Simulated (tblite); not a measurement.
Give a GFN2-xTB geometry of `CC(=O)C(F)F`.

Z-matrix in Å and degrees, rows numbered from 1:
```
C 
C   1  1.4901
O   2  1.1980  1  126.65
C   2  1.5527  1  113.23  3  -179.98
F   4  1.3548  2  109.93  1   -58.47
F   4  1.3548  2  109.96  1    58.39
H   1  1.0860  2  110.68  3    -0.24
H   1  1.0898  2  109.13  3   121.22
H   1  1.0897  2  109.09  3  -121.71
H   4  1.0993  2  112.61  1   179.98
```

The 2 C–C bonds span 1.490 Å (C1–C2, drawn single) to 1.553 Å (C2–C4, drawn single), a spread of 0.063 Å. Of the pairs four or more bonds apart, F5···H9 is among the closest relative to their van der Waals radii: 2.58 Å, 96 % of the sum of Bondi's values.

The geometry is computed with GFN2-xTB (gas phase).

Point group: Cs (tolerance 0.08 Å). Its GFN2-xTB frequencies are all real (lowest 42 cm⁻¹). The numbers are those of one conformer (C1–C2–C4–F5 -58°).

The run took under 0.1 s wall on one thread of an Arm Neoverse V1, no GPU (shared host). That covers the optimisation of the geometry.
